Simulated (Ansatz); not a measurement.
# BNHS (quartet): from Hartree-Fock to the top rungs at distance B1–S2 = 2.126 Å, cc-pVDZ

One table from this session's results is given with a row withheld; the runs are named, their logs left out.

Method: cc-pVDZ, core rule «outside noble gas», up to 7 orbitals frozen; program: Ansatz 0.2.0, Gaussian basis.

The runs, in order: UHF; CCSD(T) on ROHF; CCSD(T) on UHF; BCCD(T) on ROHF; CISD; CCSDT(Q) on ROHF; CCSDT(Q) on UHF; CASSCF and MRCISD+Q, 5 electrons in 5 orbitals; CASSCF and NEVPT2, 5 electrons in 5 orbitals; CASSCF and NEVPT2, 11 electrons in 11 orbitals.

42 further runs of the same task are left out: 5 for a known fault of the program, 1 for a mislabelled method, 29 that didn't finish, 7 set aside as unsound or not needed.

## The system

The geometry derives from a PBE0/def2-TZVP stationary point (not a proven minimum). One bond is set to the value named and the two fragments are kept rigid.

4 atoms, charge 0, spin multiplicity 4.

Atoms are counted from 1 here; the program's logs count them from 0.

Bond lengths: B1–S2 2.126 Å, S2–N3 1.651 Å, N3–H4 1.029 Å. Angles: B1–S2–N3 108.3°, S2–N3–H4 104.0°.

Coordinates:

```xyz
4
charge 0, multiplicity 4
B     0.0000   -0.8464    1.7284
S     0.0000    0.4697    0.0588
N     0.0000   -0.4403   -1.3191
H     0.0000    0.2555   -2.0773
```

The first run:

in.yaml reads:

```yaml
crystal:
  periodic: [false, false, false]
  atoms:
    - {symbol: B, position_ang: [0.000000, -0.846407, 1.728434]}
    - {symbol: S, position_ang: [0.000000, 0.469677, 0.058764]}
    - {symbol: N, position_ang: [0.000000, -0.440304, -1.319122]}
    - {symbol: H, position_ang: [0.000000, 0.255507, -2.077313]}
basis:
  gaussian: {orbitals: cc-pVDZ}
magnetization: {spin_polarized: true, initial_magnetization: 3}
hamiltonian: {xc: hf}
output: {orbitals: {seedname: orbitals}}
```

Run with:

```bash
$ ansatz run in.yaml --threads 1 --pin off --events-out ev --progress --plain --max-ram 2393MiB
```

Steps of the session up to this table: UHF; CCSD(T) on ROHF; CCSD(T) on UHF; BCCD(T) on ROHF; CISD; CCSDT(Q) on ROHF; CCSDT(Q) on UHF; CASSCF and MRCISD+Q, 5 electrons in 5 orbitals; CASSCF and NEVPT2, 5 electrons in 5 orbitals; CASSCF and NEVPT2, 11 electrons in 11 orbitals.

One of the session's tables, all rows but one given; the rest of the session is left out.

| method | from RCCSDT(Q) (meV) |
| --- | --- |
| ROHF | +10191.1 |
| UHF | +9935.3 |
| RMP2 | +1669.2 |
| UMP2 | +1671.8 |
| CISD | +1636.8 |
| RCCSD | +520.6 |
| UCCSD | +507.7 |
| RCCSD(T) | +113.8 |
| UCCSD(T) | +115.6 |
| BCCD(T) | +109.3 |
| RCCSDT | ? |
| UCCSDT | +43.0 |
| RCCSDT(Q) | 0 |
| UCCSDT(Q) | -7.1 |
| CASSCF valence | +7433.3 |
| NEVPT2 valence | +1454.9 |

**Question.** Estimate the row for RCCSDT.

**Answer.** from RCCSDT(Q) (meV): +44.5. In the column «from RCCSDT(Q) (meV)» it lies between UCCSDT (+43.0) and BCCD(T) (+109.3).

Left out of the table: CASSCF pair, NEVPT2 pair, MRCISD pair, MRCISD+Q pair (the active space lost an orbital or holds another state than full CI finds).

Limits of these values: Restricted and unrestricted rows rest on different reference determinants; where their highest levels disagree by more than a few hundredths of an eV, they describe different states and don't form one ladder. Warnings in the runs' records: passed over end.
